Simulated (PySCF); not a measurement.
Species, as SMILES: FCF.
Geometry (B3LYP-D3(BJ)/def2-TZVP, fixed):
```xyz
5

C      0.0044     0.0053     0.5043
F     -0.0170     1.1024    -0.3021
F      0.0119    -1.1085    -0.2792
H     -0.9025    -0.0002     1.1113
H      0.9218     0.0234     1.0951
```
Charge 0, spin multiplicity 1.

How fast the mean static polarisability converges with the basis for several methods (PySCF): deviation from each method's own reference, in %. References: HF 16.18 bohr³, the value in d-aug-cc-pVTZ; PBE 19.11 bohr³, the value in d-aug-cc-pVTZ; PBE0 17.97 bohr³, the value in d-aug-cc-pVTZ. All functions are spherical. Density fitting with generated auxiliary sets. In sets without p functions on hydrogen, species with hydrogen take exact integrals. No added dispersion term, no relativity. 

```json
[
 {"basis": "3-21G", "functions": "31", "HF": "-38.0", "PBE": "-41.6", "PBE0": "-40.3"},
 {"basis": "pcseg-1", "functions": "52", "HF": "-25.6", "PBE": "-29.7", "PBE0": "-28.2"},
 {"basis": "aug-cc-pVDZ", "functions": "87", "HF": "-2.6", "PBE": "-3.2", "PBE0": "-3.0"},
 {"basis": "aug-pcseg-1", "functions": "87", "HF": "-1.5", "PBE": "-1.8", "PBE0": "-1.7"},
 {"basis": "Sadlej pVTZ", "functions": "90", "HF": "-0.8", "PBE": "-1.1", "PBE0": "-1.0"},
 {"basis": "def2-TZVP", "functions": "105", "HF": "-12.0", "PBE": "-15.5", "PBE0": "-14.1"},
 {"basis": "def2-TZVPP", "functions": "121", "HF": "-10.6", "PBE": "-14.2", "PBE0": "-12.7"},
 {"basis": "d-aug-cc-pVDZ", "functions": "122", "HF": "-0.1", "PBE": "0.0", "PBE0": "-0.1"},
 {"basis": "def2-TZVPD", "functions": "135", "HF": "-0.7", "PBE": "-0.8", "PBE0": "-0.7"},
 {"basis": "6-311++G(3df,3pd)", "functions": "153", "HF": "-2.4", "PBE": "-3.7", "PBE0": "-3.1"},
 {"basis": "def2-QZVP", "functions": "231", "HF": "-5.1", "PBE": "-7.7", "PBE0": "-6.6"},
 {"basis": "pcseg-3", "functions": "246", "HF": "-2.1", "PBE": "-3.6", "PBE0": "-2.9"}
]
```

Mean absolute deviation over Sadlej pVTZ, def2-TZVP, def2-TZVPP, def2-TZVPD, 6-311++G(3df,3pd): HF 5.3, PBE0 6.3, PBE 7.1 %.
